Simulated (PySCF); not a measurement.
C4H3FN (doublet state).
Structure used (GFN2-xTB), in Å, numbered top down from 1:
```
atom  x, y, z in Å
C1     1.2871   -1.0024   -0.2888
C2     0.4702   -0.0059   -0.1329
C3     0.8978    1.3345   -0.3457
N4     1.2343    2.4151   -0.5133
C5    -1.0033   -0.0860    0.2821
F6    -1.3885   -1.3768    0.4795
H7     1.3074   -2.0625   -0.2206
H8    -1.1557    0.4555    1.2233
H9    -1.6358    0.3343   -0.5088
```

The hyperfine couplings belong to this conformer and change with its torsions.

Identity: `[H]/[C]=C(/C#N)CF` [radical].

Theory: UKS B3LYP, pcH-1 on C F H N, non-relativistic, mean-field spin-orbit, GIAO (PySCF). Geometry: GFN2-xTB, one conformer, isolated molecule. A GFN2-xTB geometry isn't a minimum of the functional, and hyperfine couplings can be far from their values at a DFT geometry. No stability test was run, so a lower SCF solution isn't excluded.

Break the g tensor into its mass correction, gauge correction and orbital-Zeeman/spin–orbit terms.

```
                    Δg (ppm)     1     2     3
relativistic mass correction  -153  -153  -153
            gauge correction    27    17    -8
   orbital Zeeman/spin–orbit  -407   -32   708
                       total  -532  -168   548
```

So g = 2.00179, 2.00215, 2.00287 and g_iso = 2.00227; the tensor is rhombic: the two nearest values differ by 34 % of g3 − g1. Axes: g1 points within 1° of the C1–H7 bond and g2 points within 3° of the C2–C5 bond.

What effective moment and Curie constant follow for a powder?

With the mean of g² = 4.0091 and S(S+1) = 0.75: μ_eff = √(⟨g²⟩S(S+1)) = 1.734 μB and χT = 0.12505·⟨g²⟩·S(S+1) = 0.376 cm³ K/mol (cgs; spin-Hamiltonian part alone).

Average each term over the three axes. Which is largest in size?

The mass correction -153, the orbital-Zeeman/spin–orbit term 90 and the gauge correction 12 ppm, for a total of -51 ppm. The mass correction is the largest in size. The mass correction is the same along every axis, so the anisotropy comes from the other two: their spans along these axes are 36 (gauge) and 1115 ppm (orbital Zeeman/spin–orbit).

In a frozen sample, at which fields do the three g values resonate at 9.5, 34, 94 and 263 GHz (hyperfine left aside), and which band first spreads them over more than twice a line width of 1.0 mT?

```json
{"band": "X", "GHz": "9.5", "B(g3) mT": "338.89", "B(g2) mT": "339.01", "B(g1) mT": "339.07", "spread mT": "0.18"}
{"band": "Q", "GHz": "34.0", "B(g3) mT": "1212.87", "B(g2) mT": "1213.31", "B(g1) mT": "1213.53", "spread mT": "0.65"}
{"band": "W", "GHz": "94.0", "B(g3) mT": "3353.24", "B(g2) mT": "3354.44", "B(g1) mT": "3355.04", "spread mT": "1.81"}
{"band": "J", "GHz": "263.0", "B(g3) mT": "9381.93", "B(g2) mT": "9385.28", "B(g1) mT": "9386.99", "spread mT": "5.06"}
```

The spread grows in proportion to the frequency. J band is the first where it exceeds 2.0 mT.

The largest Mulliken spin populations are on C1 (+1.07), C2 (-0.17) and C5 (+0.07). No atom but C1 exceeds +0.15.

The HOMO–LUMO gaps are 5.99 eV among the α and 4.88 eV among the β orbitals.
